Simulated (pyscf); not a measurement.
# Four-centre exchange: H₂P–PH₂ (SMILES PP) + PH₃ (SMILES P) -> H₂P–PH–PH₂ (SMILES PPP) + H₂ (SMILES [H][H])

Gas phase, singlet surface, charge 0. Bonds broken: P1–H3, P7–H8. Bonds formed: P1–P7, H3–H8. Optimised with ωB97X-D3(BJ)/def2-SVP in PySCF.

Transition state (Å):

```xyz
10

P     -1.2164    -0.8389     0.2421
P     -2.2516     0.7490     1.4355
H     -1.1191     0.7017    -0.7777
H     -2.2983    -1.0858    -0.6483
H     -2.1266     0.0949     2.6981
H     -1.0687     1.5160     1.6393
P      0.5107    -0.3287    -1.7028
H     -0.6498     0.9969    -1.5447
H      1.8202    -0.7314    -2.2225
H      1.1155     0.4302    -0.6691
```

One imaginary mode, 1529i cm⁻¹; descent along it reached the two sides named.

```csv
bond,change,reactant side (Å),saddle,product side
P1–H3,breaks,1.423,1.850,5.2
P7–H8,breaks,1.424,1.769,3.7
P1–P7,forms,3.4,2.7,2.228
H3–H8,forms,3.1,0.946,0.761
```

Electronic energies relative to the separated reactants (kcal/mol):

```
level                   barrier  reaction energy  reverse barrier
----------------------  -------  ---------------  ---------------
ωB97X-D3(BJ)/def2-TZVP     76.5             +0.8             75.8
PBE/def2-TZVP              61.1             +2.6             58.6
r²SCAN/def2-TZVP           66.7             +2.5             64.1
B3LYP-D3(BJ)/def2-TZVP     69.2             +3.0             66.2
PBE0-D3(BJ)/def2-TZVP      67.5             +2.3             65.2
M06-2X/def2-TZVP           74.8             +2.7             72.1
ωB97M-D3(BJ)/def2-TZVP     75.4             +4.6             70.9
HF/def2-TZVP              104.3            +11.6             92.7
```

With ωB97M-D3(BJ)/def2-TZVP energies and thermal terms (ideal gas, 1 atm, RRHO with modes under 100 cm⁻¹ raised to 100, one conformer, R ln 2 for chiral ones without a mode under 150 cm⁻¹), in kcal/mol:

```
T (K)   ΔH‡    ΔG‡    ΔH    ΔG
-----  ----  -----  ----  ----
298    73.7   84.2  +3.1  +4.8
600    74.3   94.6  +4.5  +6.0
900    75.1  104.6  +5.4  +6.6
1200   76.1  114.2  +6.1  +6.9
```

From the product side, PH₂• + •HP–PH₂ + H₂ lies, by one bond made or cut, 11.9 kcal/mol under this saddle at ωB97M-D3(BJ)/def2-TZVP. The same reactants have a lower exit, to PH₂• + PH₂• + PH₃ (no saddle counted: cutting one bond costs +62.2 kcal/mol at ωB97M-D3(BJ)/def2-TZVP, against +75.4 kcal/mol here). One saddle was located; it need not be the lowest between these sides.
